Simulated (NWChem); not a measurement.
## Basis-set convergence for hydrogen cyanide (CHN)

```xyz
3

C      0.0000     0.0000    -0.4998
N      0.0000     0.0000     0.6540
H      0.0000     0.0000    -1.5793
```
Charge 0, spin multiplicity 1.

Everything below was run with NWChem. All single points use one geometry, from PBE0/def2-SVP, a minimum by its harmonic frequencies.

Quantity: LUMO energy at the level PBE.

The Pople sets run with spherical d functions.

**Question.** In cc-pVQZ the value is -0.96 eV. Among STO-3G, 6-31+G*, 6-311G**, def2-SVPD, aug-cc-pVDZ, def2-TZVP, pcseg-2, def2-TZVPP, aug-cc-pVTZ, which is the smallest basis within 0.2 eV of it?

**Answer.** 6-31+G*, with 38 functions against 140 (also within reach: def2-SVPD, aug-cc-pVDZ, def2-TZVP, pcseg-2, def2-TZVPP, aug-cc-pVTZ). cc-pVQZ isn't the basis-set limit itself, and a small set can land close by cancellation.

| basis | functions | LUMO energy (eV) |
|---|---|---|
| STO-3G | 11 | 2.23 |
| 6-31+G* | 38 | -0.93 |
| 6-311G** | 42 | -0.67 |
| def2-SVPD | 48 | -0.99 |
| aug-cc-pVDZ | 55 | -1.07 |
| def2-TZVP | 68 | -0.93 |
| pcseg-2 | 74 | -1.00 |
| def2-TZVPP | 76 | -0.94 |
| aug-cc-pVTZ | 115 | -1.10 |
| cc-pVQZ | 140 | -0.96 |
